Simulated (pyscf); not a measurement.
Thermochemistry of product channels of H₃Si–S–SnH₃ + H atom (H•) on the doublet surface, in kJ/mol, from CCSD(T)/def2-TZVPP + ΔMP2(QZVPP) energies (ideal gas, 1 atm, RRHO with modes under 100 cm⁻¹ raised to 100, one conformer, R ln 2 for chiral ones without a mode under 150 cm⁻¹). PySCF, gas phase, ωB97X-D3(BJ)/def2-SVP geometries. Correlated levels are frozen-core, on RHF or UHF. ΔMP2 is the change of the MP2 total energy from the triple- to the quadruple-zeta basis.

| products | ΔE | ΔH(298 K) | ΔG(900 K) | ΔG(1200 K) |
|---|---|---|---|---|
| silyl (SiH₃•) + HS–SnH₃ | -11.6 | -5.5 | -44.8 | -53.9 |
| H₃Si–SH + SnH₃• | -68.6 | -60.3 | -93.3 | -99.8 |

These are energies of the channels, which say nothing of barriers. The CCSD(T) − MP2 part came from Ansatz, without density fitting, on the same reference. The frozen core leaves the outer d or s,p core shells of the metals and heavy elements correlated in the MP2 and CC values, and def2-TZVPP describes them poorly, which can shift differences by a few kcal/mol. Elements past Kr carry the def2 core potentials, without spin-orbit coupling.
